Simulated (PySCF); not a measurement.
**The first ionisation energy along the second row**

All values are computed (PySCF 2.14, energy differences of UHF-based or UKS calculations, no spin-orbit coupling). Values in eV. The last column holds reference values (NIST; (s) semi-empirical, (t) theoretical, else measured). Unmarked ones compare directly (S terms, centres of terms, or small fine structure); those marked * lie between the lowest fine-structure levels and include a spin-orbit shift.

```csv
element,configurations,UHF,MP2 (valence),LDA,PBE,PBE0,r2SCAN,reference
"Li (aug-cc-pVQZ, non-relativistic)",[He] 2s1 → 1s2,5.343,n/a,5.470,5.584,5.568,5.390,5.392
"Be (aug-cc-pVQZ, non-relativistic)",[He] 2s2 → [He] 2s1,8.043,8.847,9.025,8.998,8.973,8.793,9.323
"B (aug-cc-pVQZ, non-relativistic)",[He] 2s2 2p1 → [He] 2s2,8.041,8.290,8.644,8.673,8.647,8.770,8.297
"C (aug-cc-pVQZ, non-relativistic)",[He] 2s2 2p2 → [He] 2s2 2p1,10.799,11.283,11.690,11.540,11.514,11.667,11.262
"N (aug-cc-pVQZ, non-relativistic)",[He] 2s2 2p3 → [He] 2s2 2p2,13.894,14.619,15.007,14.731,14.702,14.805,14.545
"O (aug-cc-pVQZ, non-relativistic)",[He] 2s2 2p4 → [He] 2s2 2p3,12.025,13.434,14.003,14.064,13.850,13.716,13.608
"F (aug-cc-pVQZ, non-relativistic)",[He] 2s2 2p5 → [He] 2s2 2p4,15.653,17.395,17.959,17.658,17.447,17.537,17.427
"Ne (aug-cc-pVQZ, non-relativistic)",[Ne] → [He] 2s2 2p5,19.662,21.735,22.190,21.662,21.452,21.484,21.597
```

| method | elements | mean error (eV) | mean absolute error (eV) | largest error (eV) |
| --- | --- | --- | --- | --- |
| UHF | 8 | -0.999 | 0.999 | -1.935 |
| MP2 (valence) | 7 | -0.065 | 0.132 | -0.476 |
| LDA | 8 | 0.317 | 0.392 | 0.593 |
| PBE | 8 | 0.182 | 0.264 | 0.455 |
| PBE0 | 8 | 0.088 | 0.212 | 0.350 |
| r2SCAN | 8 | 0.089 | 0.250 | -0.530 |

Errors include the incompleteness of the basis and the frozen core.

"Valence" correlates the outer s and p shells and, in groups 3 to 12 and the f block, the outer d or f shell, open or full, or the next shell where the ion has no valence electron left; the wider scheme adds the next inner shell.
